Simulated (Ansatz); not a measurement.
**HF with SiH3Cl: superposition error and deformation**

Aim: split the binding of a pair into the counterpoise interaction, the basis-set superposition error and the cost of deforming the fragments.

Program: Ansatz 0.2.0, Gaussian basis. Level of theory: PBE0-D4 structures, single points in def2-TZVPPD. These are calculated values, not measurements.

Levels: PBE-D4, revPBE-D4, BLYP-D4, r2SCAN-D4, B97M-V, PBE0-D4, B3LYP-D4, HSE06-D4, wB97X-V, wB97M-V, B2PLYP, Hartree-Fock, MP2, CCSD, CCSD(T).

Cores are frozen in the correlated methods. B3LYP uses VWN-RPA correlation. B2PLYP carries no dispersion term here.

129 further runs of the same task are left out: 129 set aside as unsound or not needed.

## 1. The system as given

The relaxed pair: 7 atoms, charge 0, spin multiplicity 1.

Atoms are counted from 1 here; the program's logs count them from 0.

Bond lengths: F1–H2 0.929 Å, Si3–Cl4 2.077 Å, Si3–H5 1.477 Å, Si3–H6 1.478 Å, Si3–H7 1.479 Å. Angles: Cl4–Si3–H5 107.7°, Cl4–Si3–H6 107.7°, Cl4–Si3–H7 106.7°, H5–Si3–H6 111.8°, H5–Si3–H7 111.3°, H6–Si3–H7 111.3°.

Coordinates:

```xyz
7

F    -0.47534   -0.73385   -2.37714
H    -0.59267    0.08424   -1.95383
Si    0.27054    0.01717    0.94771
Cl   -0.51912    1.53355   -0.23092
H     1.53920   -0.41917    0.32880
H    -0.72047   -1.07765    0.99552
H     0.49787    0.59582    2.28998
```

Atoms 1 to 2 are fragment A (HF), the rest fragment B (SiH3Cl). From earlier runs, pair energy (eV) and counterpoise interaction (meV):

```csv
method,E(pair),interaction
PBE-D4,-23173.64235,-178
revPBE-D4,-23180.99861,-142
BLYP-D4,-23185.24896,-153
r2SCAN-D4,-23182.83535,-177
B97M-V,-23179.24683,-153
PBE0-D4,-23175.51632,-168
B3LYP-D4,-23186.95235,-159
HSE06-D4,-23174.99829,-167
wB97X-V,-23181.54957,-159
wB97M-V,-23183.35623,-158
B2PLYP,-23177.30192,-124
Hartree-Fock,-23138.28982,-53
MP2,-23154.60471,-128
CCSD(T),-23156.23074,-125
```

First each fragment is run alone in its own basis, frozen in the shape it has in the pair (a, b).

## 2. PBE-D4/def2-TZVPPD

a/in.yaml reads:

```yaml
crystal:
  periodic: [false, false, false]
  atoms:
    - {symbol: F, position_ang: [-0.475340, -0.733852, -2.377144]}
    - {symbol: H, position_ang: [-0.592673, 0.084244, -1.953831]}
basis:
  gaussian: {orbitals: "def2-TZVPPD.json"}
hamiltonian: {xc: pbe, dispersion: d4}
```

b/in.yaml reads:

```yaml
crystal:
  periodic: [false, false, false]
  atoms:
    - {symbol: Si, position_ang: [0.270537, 0.017167, 0.947705]}
    - {symbol: Cl, position_ang: [-0.519117, 1.533546, -0.230920]}
    - {symbol: H, position_ang: [1.539200, -0.419171, 0.328798]}
    - {symbol: H, position_ang: [-0.720474, -1.077651, 0.995517]}
    - {symbol: H, position_ang: [0.497866, 0.595816, 2.289975]}
basis:
  gaussian: {orbitals: "def2-TZVPPD.json"}
hamiltonian: {xc: pbe, dispersion: d4}
```

The basis file named in the input lies beside it (Basis Set Exchange, JSON).

One command serves all of them, each in its own folder.

Launch:

```bash
ansatz run in.yaml --threads 2 --pin off --events-out ev --progress --plain --max-ram 5222MiB
```

Output in a:

```text
Functional definition: PBE
  name "PBE"
  cite "Perdew, Burke & Ernzerhof, Phys. Rev. Lett. 77, 3865 (1996) doi:10.1103/PhysRevLett.77.3865"
  parent pbe
  parameter kappa = 0.804
  parameter beta = 0.06672455060314922
  exchange = pbe_x(kappa = kappa, mu = beta*pi^2/3)
  correlation = pbe_c(beta = beta)
256 factors; their error is unknown
mean field evaluation 1: about -2730.2579 eV, gradient 3.5e1 eV
mean field evaluation 2: about -2724.0274 eV, gradient 7.5e1 eV
mean field evaluation 4: about -2731.9337 eV, gradient 5.0e-1 eV
mean field evaluation 8: about -2731.9328 eV, gradient 1.2e-1 eV
mean field -2731.93282738 eV, -100.3966796357 hartree, gradient 3.6e-5 eV, S^2 0.000000; 0 other end points of the search recorded, 0 dependent functions left out
reference -2731.93286512 eV, -100.3966810224 hartree; 5, 5 occupied and 52, 52 virtual orbitals, 256 factors
Total energy: -2731.93476249 eV, -100.3967507496 hartree
```

b printed, cut to the lines that bear on the results:

```text
[... 4 set-up lines as earlier in the session ...]
[...]
806 factors; their error is unknown
[...]
mean field -20441.45089869 eV, -751.2094648136 hartree, gradient 3.6e-5 eV, S^2 0.000000; 0 other end points of the search recorded, 0 dependent functions left out
reference -20441.45094919 eV, -751.2094666695 hartree; 17, 17 occupied and 133, 133 virtual orbitals, 806 factors
Total energy: -20441.52582256 eV, -751.2122182152 hartree
```

Wall times: 0.2 s (a), 1.1 s (b) on 2 threads of Arm Neoverse V1, shared host.

## 3. r2SCAN-D4/def2-TZVPPD

The same edit goes into each in.yaml of step 2 (a, b):

```diff
-hamiltonian: {xc: pbe, dispersion: d4}
+hamiltonian: {xc: r2scan, dispersion: d4}
```

One command serves all of them, each in its own folder.

Launch:

```bash
ansatz run in.yaml --threads 2 --pin off --events-out ev --progress --plain --max-ram 5222MiB
```

a printed, cut to the lines that bear on the results:

```text
Functional definition: r2SCAN
  name "r2SCAN"
  cite "Furness, Kaplan, Ning, Perdew & Sun, J. Phys. Chem. Lett. 11, 8208 (2020) doi:10.1021/acs.jpclett.0c02405"
  cite "Furness, Kaplan, Ning, Perdew & Sun, J. Phys. Chem. Lett. 11, 9248 (2020) doi:10.1021/acs.jpclett.0c03077"
  parent r2scan
[...]
256 factors; their error is unknown
[...]
mean field -2733.34798899 eV, -100.4486858655 hartree, gradient 7.6e-6 eV, S^2 0.000000; 0 other end points of the search recorded, 0 dependent functions left out
reference -2733.34800210 eV, -100.4486863472 hartree; 5, 5 occupied and 52, 52 virtual orbitals, 256 factors
Total energy: -2733.34846048 eV, -100.4487031925 hartree
```

Log of b, cut to the lines that bear on the results:

```text
[... 5 set-up lines as earlier in the session ...]
[...]
806 factors; their error is unknown
[...]
mean field -20449.29052885 eV, -751.4975659084 hartree, gradient 1.6e-5 eV, S^2 0.000000; 0 other end points of the search recorded, 0 dependent functions left out
reference -20449.29054636 eV, -751.4975665517 hartree; 17, 17 occupied and 133, 133 virtual orbitals, 806 factors
Total energy: -20449.30681523 eV, -751.4981644216 hartree
```

Times: 0.5 s (a), 2.7 s (b) on 2 threads of Arm Neoverse V1, shared host.

## 4. PBE0-D4/def2-TZVPPD

The same edit goes into each in.yaml of step 3 (a, b):

```diff
-hamiltonian: {xc: r2scan, dispersion: d4}
+hamiltonian: {xc: pbe0, dispersion: d4}
+output: {orbitals: {seedname: orbitals}}
```

Each run has its own folder and the same command.

Launch:

```bash
ansatz run in.yaml --threads 2 --pin off --events-out ev --progress --plain --max-ram 5222MiB
```

Output in a, cut to the lines that bear on the results:

```text
Functional definition: PBE0
  name "PBE0"
  cite "Adamo & Barone, J. Chem. Phys. 110, 6158 (1999) doi:10.1063/1.478522"
[... 2 set-up lines as earlier in the session ...]
[...]
256 factors; their error is unknown
[...]
mean field -2731.91843409 eV, -100.3961506921 hartree, gradient 3.0e-5 eV, S^2 0.000000; 0 other end points of the search recorded, 0 dependent functions left out
reference -2731.91846225 eV, -100.3961517269 hartree; 5, 5 occupied and 52, 52 virtual orbitals, 256 factors
Total energy: -2731.91997834 eV, -100.3962074420 hartree
```

Output in b, cut to the lines that bear on the results:

```text
[... 5 set-up lines as earlier in the session ...]
[...]
833 factors; their error is unknown
[...]
mean field -20443.36256366 eV, -751.2797172058 hartree, gradient 4.2e-5 eV, S^2 0.000000; 0 other end points of the search recorded, 0 dependent functions left out
reference -20443.36260202 eV, -751.2797186155 hartree; 17, 17 occupied and 133, 133 virtual orbitals, 833 factors
Total energy: -20443.42485457 eV, -751.2820063545 hartree
```

Wall times: 0.2 s (a), 1.6 s (b) on 2 threads of Arm Neoverse V1, shared host.

## 5. B3LYP-D4/def2-TZVPPD

The same edit goes into each in.yaml of step 4 (a, b):

```diff
-hamiltonian: {xc: pbe0, dispersion: d4}
-output: {orbitals: {seedname: orbitals}}
+hamiltonian: {xc: {name: B3LYP}, dispersion: d4}
```

Each run has its own folder and the same command.

Launch:

```bash
ansatz run in.yaml --threads 2 --pin off --events-out ev --progress --plain --max-ram 5222MiB
```

a printed, cut to the lines that bear on the results:

```text
Functional definition: B3LYP
  name "B3LYP"
  cite "Stephens, Devlin, Chabalowski & Frisch, J. Phys. Chem. 98, 11623 (1994) doi:10.1021/j100096a001"
  cite "Becke, Phys. Rev. A 38, 3098 (1988) doi:10.1103/PhysRevA.38.3098"
  cite "Lee, Yang & Parr, Phys. Rev. B 37, 785 (1988) doi:10.1103/PhysRevB.37.785"
  cite "Vosko, Wilk & Nusair, Can. J. Phys. 58, 1200 (1980) doi:10.1139/p80-159"
[...]
256 factors; their error is unknown
[...]
mean field -2734.61268105 eV, -100.4951624415 hartree, gradient 7.8e-5 eV, S^2 0.000000; 0 other end points of the search recorded, 0 dependent functions left out
reference -2734.61285654 eV, -100.4951688906 hartree; 5, 5 occupied and 52, 52 virtual orbitals, 256 factors
Total energy: -2734.61585176 eV, -100.4952789629 hartree
```

b printed, cut to the lines that bear on the results:

```text
[... 6 set-up lines as earlier in the session ...]
[...]
826 factors; their error is unknown
[...]
mean field -20452.05055213 eV, -751.5989948929 hartree, gradient 4.5e-5 eV, S^2 0.000000; 0 other end points of the search recorded, 0 dependent functions left out
reference -20452.05080384 eV, -751.5990041432 hartree; 17, 17 occupied and 133, 133 virtual orbitals, 826 factors
Total energy: -20452.17375810 eV, -751.6035226290 hartree
```

They took 0.2 s (a), 1.8 s (b) on 2 threads of Arm Neoverse V1, shared host.

## 6. wB97X-V/def2-TZVPPD

The same edit goes into each in.yaml of step 5 (a, b):

```diff
-hamiltonian: {xc: {name: B3LYP}, dispersion: d4}
+hamiltonian: {xc: {name: wB97X-V}}
```

Each run has its own folder and the same command.

Launch:

```bash
ansatz run in.yaml --threads 2 --pin off --events-out ev --progress --plain --max-ram 5222MiB
```

a printed, cut to the lines that bear on the results:

```text
Functional definition: wB97X-V
  name "wB97X-V"
  cite "Mardirossian & Head-Gordon, Phys. Chem. Chem. Phys. 16, 9904 (2014) doi:10.1039/C3CP54374A"
  cite "Becke, J. Chem. Phys. 107, 8554 (1997) doi:10.1063/1.475007"
  cite "Vydrov & Van Voorhis, J. Chem. Phys. 133, 244103 (2010) doi:10.1063/1.3521275"
[...]
      + integral(e_c_pw_opposite_spin*poly(b97_u_opposite, cos0, cos1)) + vv10(b, c)
256 factors; their error is unknown
78 factors; integrals over basis functions are off by at most 2.5e-5 eV
[...]
mean field -2733.56260912 eV, -100.4565730098 hartree, gradient 1.2e-5 eV, S^2 0.000000; 0 other end points of the search recorded, 0 dependent functions left out
reference -2733.56260729 eV, -100.4565729426 hartree; 5, 5 occupied and 52, 52 virtual orbitals, 256 factors
Total energy: -2733.56260729 eV, -100.4565729426 hartree
```

Output in b, cut to the lines that bear on the results:

```text
[... 5 set-up lines as earlier in the session ...]
[...]
      + integral(e_c_pw_opposite_spin*poly(b97_u_opposite, cos0, cos1)) + vv10(b, c)
819 factors; their error is unknown
203 factors; integrals over basis functions are off by at most 3.4e-5 eV
[...]
mean field -20447.82456049 eV, -751.4436925646 hartree, gradient 3.3e-5 eV, S^2 0.000000; 0 other end points of the search recorded, 0 dependent functions left out
reference -20447.82455803 eV, -751.4436924743 hartree; 17, 17 occupied and 133, 133 virtual orbitals, 819 factors
Total energy: -20447.82455803 eV, -751.4436924743 hartree
```

Times: 0.55 s (a), 4.4 s (b) on 2 threads of Arm Neoverse V1, shared host.

## 7. wB97M-V/def2-TZVPPD

Each input of step 6 (a, b) changes in the same lines:

```diff
-hamiltonian: {xc: {name: wB97X-V}}
+hamiltonian: {xc: {name: wB97M-V}}
```

One command serves all of them, each in its own folder.

Launch:

```bash
ansatz run in.yaml --threads 2 --pin off --events-out ev --progress --plain --max-ram 5222MiB
```

Output in a, cut to the lines that bear on the results:

```text
Functional definition: wB97M-V
  name "wB97M-V"
  cite "Mardirossian & Head-Gordon, J. Chem. Phys. 144, 214110 (2016) doi:10.1063/1.4952647"
[... 2 set-up lines as earlier in the session ...]
  # Of w^i u^j: cxij and so on, Table III.
[...]
  gx(w, u) = 1 - cx + cx01*u + cx10*w
[...]
      + integral(e_c_pw_mod_opposite_spin*gos(b97_w_opposite, b97_u_opposite)) + vv10(b, c)
256 factors; their error is unknown
78 factors; integrals over basis functions are off by at most 2.5e-5 eV
[...]
mean field -2733.75002873 eV, -100.4634605536 hartree, gradient 6.5e-5 eV, S^2 0.000000; 0 other end points of the search recorded, 0 dependent functions left out
reference -2733.75007348 eV, -100.4634621980 hartree; 5, 5 occupied and 52, 52 virtual orbitals, 256 factors
Total energy: -2733.75007348 eV, -100.4634621980 hartree
```

Output in b, cut to the lines that bear on the results:

```text
[... 5 set-up lines as earlier in the session ...]
  # Of w^i u^j: cxij and so on, Table III.
[...]
  gx(w, u) = 1 - cx + cx01*u + cx10*w
[...]
      + integral(e_c_pw_mod_opposite_spin*gos(b97_w_opposite, b97_u_opposite)) + vv10(b, c)
814 factors; their error is unknown
203 factors; integrals over basis functions are off by at most 3.4e-5 eV
[...]
mean field -20449.44505087 eV, -751.5032444877 hartree, gradient 9.9e-6 eV, S^2 0.000000; 0 other end points of the search recorded, 0 dependent functions left out
reference -20449.44511370 eV, -751.5032467967 hartree; 17, 17 occupied and 133, 133 virtual orbitals, 814 factors
Total energy: -20449.44511370 eV, -751.5032467967 hartree
```

Times: 0.55 s (a), 4.9 s (b) on 2 threads of Arm Neoverse V1, shared host.

## 8. B2PLYP/def2-TZVPPD

The same edit goes into each in.yaml of step 7 (a, b):

```diff
-hamiltonian: {xc: {name: wB97M-V}}
+hamiltonian: {xc: {name: B2PLYP}}
```

One command serves all of them, each in its own folder.

Launch:

```bash
ansatz run in.yaml --threads 2 --pin off --events-out ev --progress --plain --max-ram 5222MiB
```

Log of a, cut to the lines that bear on the results:

```text
Functional definition: B2PLYP
  name "B2PLYP"
  cite "Grimme, J. Chem. Phys. 124, 034108 (2006) doi:10.1063/1.2148954"
[... 2 set-up lines as earlier in the session ...]
[...]
352 factors; integrals over basis functions are off by at most 1.2e-3 eV
[...]
mean field -2730.76584582 eV, -100.3537938545 hartree, gradient 3.3e-6 eV, S^2 0.000000; 0 other end points of the search recorded, 0 dependent functions left out
1 core orbitals not correlated: weight in the atoms' cores, before any rotation towards them, 1.000 or more for the frozen orbitals, at most 0.000 for the correlated occupied ones
reference -2730.76595175 eV, -100.3537977473 hartree; 4, 4 occupied and 52, 52 virtual orbitals, 352 factors
second order -8.72862098 eV of doubles, -0.00000000 eV of singles
Total energy: -2733.12267942 eV, -100.4404058914 hartree
```

b printed, cut to the lines that bear on the results:

```text
[... 5 set-up lines as earlier in the session ...]
[...]
841 factors; integrals over basis functions are off by at most 6.3e-4 eV
[...]
mean field -20441.15708866 eV, -751.1986674942 hartree, gradient 2.4e-6 eV, S^2 0.000000; 0 other end points of the search recorded, 0 dependent functions left out
10 core orbitals not correlated: weight in the atoms' cores, before any rotation towards them, 1.000 or more for the frozen orbitals, at most 0.000 for the correlated occupied ones
reference -20441.15724847 eV, -751.1986733672 hartree; 7, 7 occupied and 133, 133 virtual orbitals, 841 factors
second order -10.69492187 eV of doubles, -0.00000000 eV of singles
Total energy: -20444.04487737 eV, -751.3047917722 hartree
```

Times: 0.3 s (a), 2.6 s (b) on 2 threads of Arm Neoverse V1, shared host.

## 9. BLYP-D4/def2-TZVPPD

Each input of step 8 (a, b) changes in the same lines:

```diff
-hamiltonian: {xc: {name: B2PLYP}}
+hamiltonian: {xc: {name: BLYP}, dispersion: d4}
```

One command serves all of them, each in its own folder.

Launch:

```bash
ansatz run in.yaml --threads 2 --pin off --events-out ev --progress --plain --max-ram 5222MiB
```

Log of a, cut to the lines that bear on the results:

```text
Functional definition: BLYP
  name "BLYP"
[... 2 set-up lines as earlier in the session ...]
[...]
256 factors; their error is unknown
[...]
mean field -2734.33303003 eV, -100.4848854560 hartree, gradient 4.6e-5 eV, S^2 0.000000; 0 other end points of the search recorded, 0 dependent functions left out
reference -2734.33326697 eV, -100.4848941635 hartree; 5, 5 occupied and 52, 52 virtual orbitals, 256 factors
Total energy: -2734.33785739 eV, -100.4850628581 hartree
```

Log of b, cut to the lines that bear on the results:

```text
[... 4 set-up lines as earlier in the session ...]
[...]
806 factors; their error is unknown
[...]
mean field -20450.58633992 eV, -751.5451860866 hartree, gradient 6.9e-5 eV, S^2 0.000000; 0 other end points of the search recorded, 0 dependent functions left out
reference -20450.58666961 eV, -751.5451982028 hartree; 17, 17 occupied and 133, 133 virtual orbitals, 806 factors
Total energy: -20450.75440043 eV, -751.5513621967 hartree
```

Wall times: 0.25 s (a), 1.4 s (b) on 2 threads of Arm Neoverse V1, shared host.

## 10. revPBE-D4/def2-TZVPPD

Each input of step 9 (a, b) changes in the same lines:

```diff
-hamiltonian: {xc: {name: BLYP}, dispersion: d4}
+hamiltonian: {xc: {name: revPBE}, dispersion: d4}
```

The same command starts each run, in its folder.

Launch:

```bash
ansatz run in.yaml --threads 2 --pin off --events-out ev --progress --plain --max-ram 5222MiB
```

Log of a, cut to the lines that bear on the results:

```text
Functional definition: revPBE
  name "revPBE"
  cite "Zhang & Yang, Phys. Rev. Lett. 80, 890 (1998) doi:10.1103/PhysRevLett.80.890"
[... 1 set-up line as earlier in the session ...]
[...]
256 factors; their error is unknown
[...]
mean field -2733.68142446 eV, -100.4609393932 hartree, gradient 5.1e-6 eV, S^2 0.000000; 0 other end points of the search recorded, 0 dependent functions left out
reference -2733.68147136 eV, -100.4609411165 hartree; 5, 5 occupied and 52, 52 virtual orbitals, 256 factors
Total energy: -2733.69091063 eV, -100.4612880035 hartree
```

Output in b, cut to the lines that bear on the results:

```text
[... 4 set-up lines as earlier in the session ...]
[...]
806 factors; their error is unknown
[...]
mean field -20446.93659016 eV, -751.4110602571 hartree, gradient 2.7e-5 eV, S^2 0.000000; 0 other end points of the search recorded, 0 dependent functions left out
reference -20446.93665299 eV, -751.4110625659 hartree; 17, 17 occupied and 133, 133 virtual orbitals, 806 factors
Total energy: -20447.16155170 eV, -751.4193274409 hartree
```

Times: 0.2 s (a), 1.1 s (b) on 2 threads of Arm Neoverse V1, shared host.

## 11. B97M-V/def2-TZVPPD

Each input of step 10 (a, b) changes in the same lines:

```diff
-hamiltonian: {xc: {name: revPBE}, dispersion: d4}
+hamiltonian: {xc: {name: B97M-V}}
```

The same command starts each run, in its folder.

Launch:

```bash
ansatz run in.yaml --threads 2 --pin off --events-out ev --progress --plain --max-ram 5222MiB
```

Log of a, cut to the lines that bear on the results:

```text
Functional definition: B97M-V
  name "B97M-V"
  cite "Mardirossian & Head-Gordon, J. Chem. Phys. 142, 074111 (2015) doi:10.1063/1.4907719"
[... 2 set-up lines as earlier in the session ...]
  # Of w^i u^j: cxij and so on, Table III.
[...]
  gx(w, u) = cx00 + cx01*u + cx02*u^2 + (cx10 + cx11*u)*w
[...]
  gos(w, u) = cos00 + cos01*u + cos03*u^3 + cos10*w + cos32*w^3*u^2
[...]
      + integral(e_c_pw_mod_opposite_spin*gos(b97_w_opposite, b97_u_opposite)) + vv10(b, c)
256 factors; their error is unknown
[...]
mean field -2733.45517937 eV, -100.4526250392 hartree, gradient 3.7e-5 eV, S^2 0.000000; 0 other end points of the search recorded, 0 dependent functions left out
reference -2733.45523411 eV, -100.4526270509 hartree; 5, 5 occupied and 52, 52 virtual orbitals, 256 factors
Total energy: -2733.45523411 eV, -100.4526270509 hartree
```

Log of b, cut to the lines that bear on the results:

```text
[... 5 set-up lines as earlier in the session ...]
  # Of w^i u^j: cxij and so on, Table III.
[...]
  gx(w, u) = cx00 + cx01*u + cx02*u^2 + (cx10 + cx11*u)*w
[...]
  gos(w, u) = cos00 + cos01*u + cos03*u^3 + cos10*w + cos32*w^3*u^2
[...]
      + integral(e_c_pw_mod_opposite_spin*gos(b97_w_opposite, b97_u_opposite)) + vv10(b, c)
806 factors; their error is unknown
[...]
mean field -20445.63566332 eV, -751.3632520774 hartree, gradient 6.9e-5 eV, S^2 0.000000; 0 other end points of the search recorded, 0 dependent functions left out
reference -20445.63573645 eV, -751.3632547650 hartree; 17, 17 occupied and 133, 133 virtual orbitals, 806 factors
Total energy: -20445.63573645 eV, -751.3632547650 hartree
```

Wall times: 0.5 s (a), 4.8 s (b) on 2 threads of Arm Neoverse V1, shared host.

## 12. HSE06-D4/def2-TZVPPD

Each input of step 11 (a, b) changes in the same lines:

```diff
-hamiltonian: {xc: {name: B97M-V}}
+hamiltonian: {xc: hse06, dispersion: d4}
```

The same command starts each run, in its folder.

Launch:

```bash
ansatz run in.yaml --threads 2 --pin off --events-out ev --progress --plain --max-ram 5222MiB
```

a printed, cut to the lines that bear on the results:

```text
Functional definition: HSE06
  name "HSE06"
  cite "Heyd, Scuseria & Ernzerhof, J. Chem. Phys. 118, 8207 (2003) doi:10.1063/1.1564060"
  cite "Krukau, Vydrov, Izmaylov & Scuseria, J. Chem. Phys. 125, 224106 (2006) doi:10.1063/1.2404663"
  cite "Heyd & Scuseria, J. Chem. Phys. 120, 7274 (2004) doi:10.1063/1.1668634"
  cite "Ernzerhof & Perdew, J. Chem. Phys. 109, 3313 (1998) doi:10.1063/1.476928"
[...]
256 factors; their error is unknown
24 factors; integrals over basis functions are off by at most 5.9e-5 eV
[...]
mean field -2731.80736938 eV, -100.3920691392 hartree, gradient 3.8e-5 eV, S^2 0.000000; 0 other end points of the search recorded, 0 dependent functions left out
reference -2731.80740679 eV, -100.3920705141 hartree; 5, 5 occupied and 52, 52 virtual orbitals, 256 factors
Total energy: -2731.80876666 eV, -100.3921204882 hartree
```

Output in b, cut to the lines that bear on the results:

```text
[... 6 set-up lines as earlier in the session ...]
[...]
833 factors; their error is unknown
77 factors; integrals over basis functions are off by at most 1.8e-5 eV
[...]
mean field -20442.96074952 eV, -751.2649508085 hartree, gradient 4.9e-5 eV, S^2 0.000000; 0 other end points of the search recorded, 0 dependent functions left out
reference -20442.96080035 eV, -751.2649526765 hartree; 17, 17 occupied and 133, 133 virtual orbitals, 833 factors
Total energy: -20443.01888553 eV, -751.2670872674 hartree
```

They took 0.3 s (a), 1.6 s (b) on 2 threads of Arm Neoverse V1, shared host.

(Part 1 of 3 ends here.)
